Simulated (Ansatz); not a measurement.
**Worked example: SiH₄⁺, quartet against SiH4, triplet**

All five atoms lie in one plane.

Geometry (PBE0/def2-TZVP stationary point of a triplet), kept for both states:

```xyz
5

Si    0.0000    0.0000    0.0000
H    -0.0115    1.0851    1.0776
H    -0.0165   -1.0776    1.0850
H     0.0165    1.0776   -1.0850
H     0.0115   -1.0851   -1.0776
```

Basis 6-31G; Ansatz 0.2.0. Only valence electrons are correlated (noble-gas cores frozen). Prefix R: restricted or restricted open-shell reference; prefix U: unrestricted.

Full CI is exact within this basis and frozen core; it isn't the basis-set limit. The frozen core follows each run's orbitals, which can shift R against U totals by a few meV.

```csv
level,"E(SiH4, triplet) (hartree)","E(SiH4⁺, quartet) (hartree)"
UHF,-290.997099,-290.574961
UMP2,-291.055297,-290.614794
UCCSD(T),-291.085613,-290.636125
PBE,-291.506923,-291.035347
wB97M-V,-291.607787,-291.134639
full CI,-291.086178,-290.636515
```

**Question.** Give the vertical gap, SiH4⁺ quartet less SiH4 triplet, at each level in eV (1 hartree = 27.2114 eV), and each error against full CI.

**Answer.** full CI: (-290.636515 − (-291.086178)) × 27.2114 = 12.236 eV (the reference)
wB97M-V: (-291.134639 − (-291.607787)) × 27.2114 = 12.875 eV, error 0.639 eV
PBE: (-291.035347 − (-291.506923)) × 27.2114 = 12.832 eV, error 0.596 eV
UCCSD(T): (-290.636125 − (-291.085613)) × 27.2114 = 12.231 eV, error -0.005 eV
UMP2: (-290.614794 − (-291.055297)) × 27.2114 = 11.987 eV, error -0.249 eV
UHF: (-290.574961 − (-290.997099)) × 27.2114 = 11.487 eV, error -0.749 eV

Total energies of functionals can't be set beside those of wave-function methods, since they hold the core's correlation and their own absolute errors; only the differences compare.

The set has no polarisation functions, so the order and spacing of states can differ from the basis-set limit.

In so small a basis the reference is far from its limit while semilocal and hybrid functionals are nearer theirs, so the functionals' errors here hold much of the reference's basis and frozen-core error, which can add to them or hide them.

Each level lands on the state that its own search finds. T1 diagnostics of restricted CCSD: 0.018 and 0.016.
